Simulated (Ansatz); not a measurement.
Ideal-gas functions of `[AlH3-][PH3+]` at 500 K and 1 bar, from an Ansatz frequency run at PBE0-D4/def2-TZVP.

Molar mass 64.0 g/mol, point group C3v (symmetry number 3), electronic degeneracy 1, moments of inertia 12.213, 114.746, 114.746 u Å². Harmonic wavenumbers (cm⁻¹, unscaled): 137, 207, 207, 260, 514, 515, 695, 753, 753, 993, 1119, 1119, 1871, 1871, 1878, 2471, 2489, 2489.

Use S(trans) = R[1.5 ln M + 2.5 ln T − 1.1517]; rotational temperatures θ = 24.2544 K / I; S(rot) = R[ln(√π/σ · √(T³/θAθBθC)) + 1.5]; for each mode x = 1.438777 ν̃/T, S = R[x/(eˣ − 1) − ln(1 − e⁻ˣ)] and H = RT x/(eˣ − 1); 1 cm⁻¹ = 0.0119627 kJ/mol; R = 8.31446 J/(mol·K).

Task: By hand: the entropy, in J/(mol·K).

Result: Translation 171.5. Rotation: θ = 1.9859, 0.2114, 0.2114 K, giving 95.7. Vibration, mode by mode: 16.11, 12.74, 12.74, 10.92, 5.78, 5.77, 3.81, 3.34, 3.34, 1.94, 1.45, 1.45, 0.24, 0.24, 0.24, 0.06, 0.05, 0.05, in all 80.3. Electronic 0.0. Sum 347.5 J/(mol·K).

Task: By hand: H − E and G − E in kJ/mol, counted from the electronic energy.

Result: Zero-point energy ½ × 20341 × 0.0119627 = 121.7; thermal vibration 21.7; translation, rotation and pV give 4 RT = 16.6. H − E = 160.0 kJ/mol, and G − E = 160.0 − 500 × 347.5/1000 = -13.8 kJ/mol.

Vibration gives 23 % of the entropy, 16.1 J/(mol·K) of it from the mode under 150 cm⁻¹: soft modes count most, and the harmonic formula is weakest for them.
